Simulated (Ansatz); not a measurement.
Two isomers of C5H12O: A = `CCC(O)CC`, B = `CCCOCC`.

Isolated molecules relaxed with PBE0-D4/def2-TZVP in Ansatz; ΔE leaves out vibrations. CBS: MP2 limit from def2 TZ/QZ plus the TZ coupled-cluster correction, frozen cores. Functionals use def2-TZVPP. B3LYP here is the variant with VWN-RPA as its local correlation; programs differ in this. Each species was taken in one conformer, which may not be the lowest.

Problem. Which isomer does CCSD(T)/CBS put lower? Give the gap. (An estimate is asked.)

Solution. Ansatz gave: A, by 11.2 kcal/mol.

Problem. Give E(B) − E(A) in kcal/mol with CCSD/def2-TZVPP, CCSD(T)/def2-TZVPP, B3LYP, ωB97M-V, PBE-D4, B3LYP-D4, r2SCAN-D4. (An estimate is asked.)

Solution. Computed: CCSD/def2-TZVPP 10.5, CCSD(T)/def2-TZVPP 10.8, B3LYP 8.1, ωB97M-V 10.7, PBE-D4 9.9, B3LYP-D4 9.1, r2SCAN-D4 10.2. None reverses the order clearly.

Largest T1 diagnostic: 0.010.

The D4 term adds +1.0 kcal/mol with B3LYP and +0.5 kcal/mol with PBE0; it sums over pairs of atoms, weighted by their polarisabilities, and B3LYP, whose exchange is more repulsive, gets the larger term. In def2-TZVPP, CCSD(T) changes the Hartree–Fock value by +3.3 kcal/mol (the triples alone add +0.3 kcal/mol) and MP2 by +4.4 kcal/mol.
